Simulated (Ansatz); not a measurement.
Rock-salt HfN, treated with LDA (PAW; Ansatz, a first-principles code).

Numerical settings: plane-wave cutoff 520 eV, 16×16×16 k mesh, Fermi–Dirac smearing 0.1 eV, perturbation theory, force constants from a 4×4×4 q mesh, scalar-relativistic PAW data made under PBE.

Computed at the level's own relaxed cell. Harmonic vibrational thermodynamics at fixed volume:

```json
[
 {"T (K)": "200", "S_vib (J/K per mol of atoms)": "14.75", "C_V (J/K per mol of atoms)": "15.72", "F_vib (eV/atom)": "0.0487"},
 {"T (K)": "300", "S_vib (J/K per mol of atoms)": "21.93", "C_V (J/K per mol of atoms)": "19.53", "F_vib (eV/atom)": "0.0296"},
 {"T (K)": "500", "S_vib (J/K per mol of atoms)": "32.78", "C_V (J/K per mol of atoms)": "22.63", "F_vib (eV/atom)": "-0.0278"},
 {"T (K)": "700", "S_vib (J/K per mol of atoms)": "40.60", "C_V (J/K per mol of atoms)": "23.70", "F_vib (eV/atom)": "-0.1042"},
 {"T (K)": "800", "S_vib (J/K per mol of atoms)": "43.78", "C_V (J/K per mol of atoms)": "23.98", "F_vib (eV/atom)": "-0.1480"},
 {"T (K)": "900", "S_vib (J/K per mol of atoms)": "46.62", "C_V (J/K per mol of atoms)": "24.18", "F_vib (eV/atom)": "-0.1949"},
 {"T (K)": "1000", "S_vib (J/K per mol of atoms)": "49.17", "C_V (J/K per mol of atoms)": "24.32", "F_vib (eV/atom)": "-0.2445"}
]
```

The crystal is taken as a harmonic solid at every temperature: melting, phase changes and thermal expansion are not seen, nor the electrons' share in a metal.
